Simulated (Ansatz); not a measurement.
in.yaml

```yaml
crystal:
  periodic: [false, false, false]
  atoms:
    - {symbol: Al, position_ang: [0.000000, 0.000000, 0.000000]}
    - {symbol: H, position_ang: [1.585776, 0.015051, -0.000083]}
    - {symbol: H, position_ang: [-0.805923, 1.365794, -0.002790]}
    - {symbol: H, position_ang: [-0.779853, -1.380845, 0.002873]}
basis:
  gaussian: {orbitals: cc-pVDZ}
hamiltonian: {xc: {name: PBE}}
output: {orbitals: {seedname: orbitals}}
```

```sh
$ ansatz run in.yaml --threads 1 --pin off --events-out ev --progress --plain --max-ram 2393MiB
```

Output:

```
308 factors; integrals over basis functions are off by at most 1.0e-3 eV
mean field evaluation 1: about -6639.6524 eV, gradient 1.4e1 eV
mean field evaluation 2: about -6640.3628 eV, gradient 6.5e0 eV
mean field evaluation 4: about -6640.5705 eV, gradient 3.8e-2 eV
mean field evaluation 8: about -6640.5676 eV, gradient 4.1e-4 eV
mean field -6640.56760652 eV, -244.0363584011 hartree, gradient 9.7e-6 eV, S^2 0.000000; 0 other end points of the search recorded, 0 dependent functions left out
reference -6640.56764462 eV, -244.0363598014 hartree; 8, 8 occupied and 25, 25 virtual orbitals, 308 factors
Total energy: -6640.56764462 eV, -244.0363598014 hartree
```

Ran on 1 thread of Arm Neoverse V1, shared host: 0.39 s wall, 0.16 GiB peak host memory.
